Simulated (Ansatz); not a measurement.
# CH$_{4}$, singlet in 6-31G: errors against full CI

Geometry: a point of a breathe scan, not a stationary point.

```xyz
5

C     0.0000    0.0000    0.0000
H     0.9245    0.9274    0.9262
H    -0.9297   -0.9225    0.9258
H    -0.9223    0.9247   -0.9310
H     0.9276   -0.9295   -0.9210
```

Basis 6-31G; Ansatz 0.2.0. Correlated methods freeze the noble-gas cores, which leaves 8 electrons in 16 orbitals. R marks a restricted (for open shells ROHF) determinant, U an unrestricted one. Active spaces: valence = (8e, 8o) chosen from the atoms' valence shells; pair = (2e, 2o) about the gap.

Full CI is exact within this basis and frozen core; it isn't the basis-set limit. The frozen core follows each run's orbitals, which can shift R against U totals by a few meV.

Unrestricted rows (U) aren't spin-pure: their determinants' ⟨S²⟩ exceeds S(S+1) by up to 0.20, so they mix in states of higher spin.

* UHF ⟨S²⟩: 0.202
* T1 diagnostic (RCCSD): 0.0173
* largest doubles amplitude (RCCSD): 0.116

```
   level  E − E(RHF) (eV)
     UHF          -0.0118
    RMP2          -3.8557
   RCCSD          -4.9322
RCCSD(T)          -5.1232
```

**Question.** Estimate how far full CI in 6-31G lies from RCCSD(T). The table doesn't fix it; the size of (T) and the diagnostics are the guide.

**Answer.** Full CI in 6-31G lies 0.66 kcal/mol below RCCSD(T), which is 15 % of the (T) step (-4.40 kcal/mol). RHF is unstable towards spin polarisation, but (T) still catches most of what CCSD lacks.

The other levels:

| level | E − E(full CI) (kcal/mol) | share of correlation (%) | wall time |
| --- | --- | --- | --- |
| CISD | 15.63 | 86.84 | 0.18 s |
| BCCD(T) | 0.59 | 99.50 | 0.21 s |
| RCCSDT | 0.07 | 99.94 | – |
| CISDTQ | 1.21 | 98.98 | 0.81 s |
| RCCSDT(Q) | 0.03 | 99.97 | 0.42 s |
| RCCSDTQ | 0.02 | 99.98 | 2.3 s |
| CASSCF (pair space) | 97.09 | 18.28 | – |
| NEVPT2 (pair space) | 25.25 | 78.75 | 0.12 s |
| MRCISD (pair space) | 10.59 | 91.08 | – |
| MRCISD+Q (pair space) | 0.05 | 99.96 | 0.21 s |
| CASSCF (valence space) | 17.45 | 85.31 | – |
| NEVPT2 (valence space) | 3.65 | 96.93 | 1.9 s |
| MRCISD (valence space) | 0.34 | 99.71 | – |
| MRCISD+Q (valence space) | 0.10 | 99.91 | 2.5 s |

The correlation energy at full CI, counted from RHF, is -5.152 eV. That run took 3 s on 1 thread of Arm Neoverse V2, shared host over 828,944 determinants.

Times hold each run's SCF and search for its determinant on a shared host, so for small cases they say little of a method's own cost; they ran on 1 thread of Arm Neoverse V2. Some runs computed forces too.

The full-CI state has the irrep A1 of C2v, in the program's axes (one component, if the state is degenerate).

Natural occupations of full CI about the gap: 1.945 1.893 1.893 1.893 0.109 0.083 0.083 0.083 0.004 0.004; effectively unpaired electrons, Σ n²(2−n)², 0.25.
